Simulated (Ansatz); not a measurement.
Geometry optimisation, Ansatz 0.2.0, RKS PBE-D4/def2-SVP.

The input (input.yaml):

```yaml
crystal:
  periodic: [false, false, false]
  atoms:
    - { symbol: B, position_ang: [0.038493, -0.481831, -0.357298] }
    - { symbol: Cl, position_ang: [-0.033329, 0.216074, 2.623127] }
    - { symbol: H, position_ang: [1.037245, 0.201113, -0.377523] }
    - { symbol: H, position_ang: [-1.073767, -0.098307, -0.645981] }
    - { symbol: S, position_ang: [0.351637, -2.278715, -0.014312] }
    - { symbol: H, position_ang: [-0.934083, -2.733279, -0.130467] }
    - { symbol: H, position_ang: [0.096003, -1.073954, 2.275854] }
basis:
  gaussian: { orbitals: def2-SVP }
hamiltonian:
  xc: pbe
  dispersion: d4
relax:
  f_tol: 0.03
  max_steps: 50
```

Launched with:

```bash
$ ansatz run input.yaml --threads 1 --pin off --max-ram 2048MiB --backend cpu --events-out ev --progress --plain --runs-dir out
```

**Question.** Where does it end, and by what steps?

**Answer.** It converged. After 9 steps the energy has fallen by 0.074 eV; Cl2 moved furthest, 0.31 Å.

```json
{"step": "0", "energy less start (eV)": "0.0000", "largest force component (eV/Å)": "0.987", "accepted": "yes"}
{"step": "1", "energy less start (eV)": "-0.0175", "largest force component (eV/Å)": "1.150", "accepted": "yes"}
{"step": "2", "energy less start (eV)": "-0.0562", "largest force component (eV/Å)": "0.572", "accepted": "yes"}
{"step": "3", "energy less start (eV)": "-0.0607", "largest force component (eV/Å)": "0.290", "accepted": "yes"}
{"step": "4", "energy less start (eV)": "-0.0633", "largest force component (eV/Å)": "0.156", "accepted": "yes"}
{"step": "5", "energy less start (eV)": "-0.0728", "largest force component (eV/Å)": "0.084", "accepted": "yes"}
{"step": "6", "energy less start (eV)": "-0.0735", "largest force component (eV/Å)": "0.063", "accepted": "yes"}
{"step": "7", "energy less start (eV)": "-0.0731", "largest force component (eV/Å)": "0.112", "accepted": "no"}
{"step": "8", "energy less start (eV)": "-0.0737", "largest force component (eV/Å)": "0.050", "accepted": "yes"}
{"step": "9", "energy less start (eV)": "-0.0739", "largest force component (eV/Å)": "0.023", "accepted": "yes"}
```

```xyz
7
Properties=species:S:1:pos:R:3
B 0.068 -0.520 -0.439
Cl -0.158 0.090 2.878
H 1.067 0.159 -0.509
H -1.045 -0.104 -0.666
S 0.349 -2.238 -0.023
H -0.945 -2.678 -0.031
H 0.147 -0.959 2.163
```

Whether the end is a true minimum wasn't checked by a vibrational analysis.

Time of the run: 18 s on 1 thread of Arm Neoverse V1 (shared host), peak memory 0.13 GiB.
